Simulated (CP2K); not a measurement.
# PH2 (SMILES [PH2]): UPBE/DZVP-MOLOPT-SR-GTH (core potential)

What is the vertical doublet–quartet gap of PH2 at UPBE/DZVP-MOLOPT-SR-GTH (core potential)? 

The results are computed with CP2K 2026.2.

3 further runs of the same task are left out: 2 that didn't finish, 1 set aside as unsound or not needed.

### 1 Starting point

The species is PH2 (3 atoms), meant as a doublet with charge 0. As SMILES, `[PH2]`. Geometry: relaxed at PBE0-D4/def2-TZVP.

Bond lengths: P1–H2 1.424 Å, P1–H3 1.424 Å. Angles: H2–P1–H3 91.5°.

### 2 A single-point energy at UPBE/DZVP-MOLOPT-SR-GTH (core potential)

molecule.xyz

```xyz
3

P      0.525730    -0.309370     0.258210
H      0.114640     1.051490     0.176750
H     -0.640370    -0.742120    -0.434970
```

molecule.inp

```
&FORCE_EVAL
  METHOD QS
  &DFT
    BASIS_SET_FILE_NAME BASIS_MOLOPT
    POTENTIAL_FILE_NAME GTH_POTENTIALS
    MULTIPLICITY 2
    UKS T
    &QS
      METHOD GPW
      EPS_DEFAULT 1.0E-10
    &END QS
    &MGRID
      CUTOFF 400
      REL_CUTOFF 50
      NGRIDS 4
    &END MGRID
    &POISSON
      PERIODIC NONE
      POISSON_SOLVER MULTIPOLE
    &END POISSON
    &SCF
      SCF_GUESS ATOMIC
      EPS_SCF 1.0E-06
      MAX_SCF 30
      &OT
        MINIMIZER CG
        PRECONDITIONER FULL_SINGLE_INVERSE
      &END OT
      &OUTER_SCF
        EPS_SCF 1.0E-06
        MAX_SCF 8
      &END OUTER_SCF
    &END SCF
    &XC
      &XC_FUNCTIONAL PBE
      &END XC_FUNCTIONAL
    &END XC
    &PRINT
      &MOMENTS
        PERIODIC F
        REFERENCE COM
        MAX_MOMENT 1
      &END MOMENTS
      &MO_CUBES
        NLUMO 1
        NHOMO -1
        WRITE_CUBE F
      &END MO_CUBES
      &HIRSHFELD OFF
      &END HIRSHFELD
    &END PRINT
  &END DFT
  &SUBSYS
    &CELL
      ABC 8.2 8.8 7.7
      PERIODIC NONE
    &END CELL
    &TOPOLOGY
      COORD_FILE_NAME molecule.xyz
      COORD_FILE_FORMAT XYZ
      &CENTER_COORDINATES
      &END CENTER_COORDINATES
    &END TOPOLOGY
    &KIND P
      BASIS_SET DZVP-MOLOPT-SR-GTH-q5
      POTENTIAL GTH-PBE-q5
    &END KIND
    &KIND H
      BASIS_SET DZVP-MOLOPT-SR-GTH-q1
      POTENTIAL GTH-PBE-q1
    &END KIND
  &END SUBSYS
&END FORCE_EVAL
&GLOBAL
  PROJECT_NAME molecule
  RUN_TYPE ENERGY
  PRINT_LEVEL MEDIUM
&END GLOBAL
```

Command:

```bash
$ OMP_NUM_THREADS=1 cp2k.psmp -i molecule.inp -o molecule.out
```

The log of the run, cut to the lines that bear on the results:

```text
CP2K| version string:                                       CP2K version 2026.2
[...]
 GLOBAL| Method name                                                        CP2K
[...]
 GLOBAL| Run type                                                         ENERGY
[...]
 DFT| Spin unrestricted (spin-polarized) Kohn-Sham calculation               UKS
 DFT| Multiplicity                                                             2
[...]
 DFT| Charge                                                                   0
[...]
 FUNCTIONAL| PBE:
 QS| Method:                                                                 GPW
[...]
 QS| Density cutoff [a.u.]:                                                200.0
[...]
 QS| Relative density cutoff [a.u.]:                                        25.0
[...]
                             - Atoms:                                          3
[...]
                             - Spherical basis functions:                     23
[...]
 Number of electrons:                                                          4
[...]
     1 OT CG       0.80E-01    0.8     0.17819659        -6.9140709794 -6.91E+00
[...]
    24 OT CG       0.22E+00    0.9     0.00000066        -7.7069334501 -3.32E-11
  *** SCF run converged in    24 steps ***
[...]
  Overlap energy of the core charge distribution:               0.00000005183424
  Self energy of the core charge distribution:                -19.22180790459216
  Core Hamiltonian energy:                                      4.48487327748773
  Hartree energy:                                               9.35228412420812
  Exchange-correlation energy:                                 -2.32228299902208
  Total energy:                                                -7.70693345008415
[...]
                     Mulliken Population Analysis
 #  Atom  Element  Kind  Atomic population (alpha,beta) Net charge  Spin moment
       1     P        1         3.071567     2.053993    -0.125560     1.017575
       2     H        2         0.464369     0.473109     0.062522    -0.008740
       3     H        2         0.464063     0.472898     0.063038    -0.008835
 # Total charge and spin        4.000000     3.000000    -0.000000     1.000000
[...]
  Dipole moment [Debye]
    X= -0.6102155E+00 Y=  0.3536717E+00 Z= -0.3012578E+00  Total=      0.7669439
[...]
 HOMO - LUMO gap [eV] :    3.146495
 ENERGY| Total FORCE_EVAL ( QS ) energy [hartree]             -7.706933450084150
[...]
```

Run time: 34 s. Hardware: 1 thread of Arm Neoverse V2, shared host; peak memory 0.61 GiB.

### 3 The quartet

calc.inp

```
&GLOBAL
  PROJECT_NAME calc
  RUN_TYPE ENERGY
  PRINT_LEVEL MEDIUM
&END GLOBAL
&FORCE_EVAL
  METHOD QS
  &DFT
    BASIS_SET_FILE_NAME BASIS_MOLOPT
    POTENTIAL_FILE_NAME GTH_POTENTIALS
    CHARGE 0
    MULTIPLICITY 4
    UNRESTRICTED_KOHN_SHAM T
    &QS
      METHOD GPW
      EPS_DEFAULT 1.0E-10
    &END QS
    &MGRID
      CUTOFF 400
      REL_CUTOFF 50
      NGRIDS 4
    &END MGRID
    &POISSON
      PERIODIC NONE
      POISSON_SOLVER MULTIPOLE
    &END POISSON
    &SCF
      SCF_GUESS ATOMIC
      EPS_SCF 1.0E-06
      MAX_SCF 40
      &OT ON
        MINIMIZER DIIS
        PRECONDITIONER FULL_ALL
      &END OT
      &OUTER_SCF
        EPS_SCF 1.0E-06
        MAX_SCF 10
      &END OUTER_SCF
    &END SCF
    &XC
      &XC_FUNCTIONAL PBE
      &END XC_FUNCTIONAL
    &END XC
    &PRINT
      &MOMENTS
        PERIODIC F
        REFERENCE COM
        MAX_MOMENT 1
      &END MOMENTS
      &MO_CUBES
        NLUMO 1
        NHOMO -1
        WRITE_CUBE F
      &END MO_CUBES
      &HIRSHFELD OFF
      &END HIRSHFELD
    &END PRINT
  &END DFT
  &SUBSYS
    &CELL
      ABC [angstrom] 8.2 8.8 7.7
      PERIODIC NONE
    &END CELL
    &COORD
      UNIT bohr
      P      0.9934857    -0.5846246     0.4879462
      H      0.2166382     1.9870281     0.3340091
      H     -1.2101239    -1.4024036    -0.8219742
    &END COORD
    &TOPOLOGY
      &CENTER_COORDINATES
      &END CENTER_COORDINATES
    &END TOPOLOGY
    &KIND P
      BASIS_SET DZVP-MOLOPT-SR-GTH-q5
      POTENTIAL GTH-PBE-q5
    &END KIND
    &KIND H
      BASIS_SET DZVP-MOLOPT-SR-GTH-q1
      POTENTIAL GTH-PBE-q1
    &END KIND
  &END SUBSYS
&END FORCE_EVAL
```

Command:

```bash
$ OMP_NUM_THREADS=1 cp2k.psmp calc.inp > calc.out
```

The log of the run, cut to the lines that bear on the results:

```text
CP2K| version string:                                       CP2K version 2026.2
[...]
 GLOBAL| Method name                                                        CP2K
[...]
 GLOBAL| Run type                                                         ENERGY
[...]
 DFT| Spin unrestricted (spin-polarized) Kohn-Sham calculation               UKS
 DFT| Multiplicity                                                             4
[...]
 DFT| Charge                                                                   0
[...]
 FUNCTIONAL| PBE:
 QS| Method:                                                                 GPW
[...]
 QS| Density cutoff [a.u.]:                                                200.0
[...]
 QS| Relative density cutoff [a.u.]:                                        25.0
[...]
                             - Atoms:                                          3
[...]
                             - Spherical basis functions:                     23
[...]
 Number of electrons:                                                          5
[...]
     1 OT DIIS     0.15E+00    0.8     0.18462433        -6.7826941179 -6.78E+00
[...]
     2 OT DIIS     0.15E+00    0.9     0.00000097        -7.4670583164 -3.91E-11
  *** SCF run converged in     2 steps ***
[...]
  Overlap energy of the core charge distribution:               0.00000005183425
  Self energy of the core charge distribution:                -19.22180790459216
  Core Hamiltonian energy:                                      4.78709527860238
  Hartree energy:                                               9.35755308565704
  Exchange-correlation energy:                                 -2.38989882786063
  Total energy:                                                -7.46705831635914
[...]
                     Mulliken Population Analysis
 #  Atom  Element  Kind  Atomic population (alpha,beta) Net charge  Spin moment
       1     P        1         3.759963     1.269702    -0.029665     2.490261
       2     H        2         0.619899     0.365144     0.014957     0.254755
       3     H        2         0.620138     0.365154     0.014708     0.254984
 # Total charge and spin        5.000000     2.000000     0.000000     3.000000
[...]
  Dipole moment [Debye]
    X= -0.2958020E+00 Y=  0.1733574E+00 Z= -0.1461310E+00  Total=      0.3727008
[...]
 HOMO - LUMO gap [eV] :    2.980726
 ENERGY| Total FORCE_EVAL ( QS ) energy [hartree]             -7.467058316359135
[...]
```

Wall time 38 s (1 thread of Arm Neoverse V2, shared host); peak memory 0.61 GiB.

### 4 Results

Level: UPBE/DZVP-MOLOPT-SR-GTH (core potential).

| quantity | value |
| --- | --- |
| doublet: total energy | -7.70693 Eh |
| doublet: dipole moment | 0.77 D |
| doublet: HOMO energy (highest over α and β) | -5.89 eV |
| doublet: LUMO energy (lowest over α and β) | -3.92 eV |
| doublet: ⟨S²⟩ | 0.756 |
| quartet: total energy | -7.46706 Eh |
| quartet: dipole moment | 0.37 D |
| quartet: HOMO energy (highest over α and β) | -0.47 eV |
| quartet: ⟨S²⟩ | 3.754 |
| vertical energy of the quartet above the doublet | 6.527 eV |

**Reading.** At this shape the quartet lies 6.53 eV (151 kcal/mol) above the doublet.
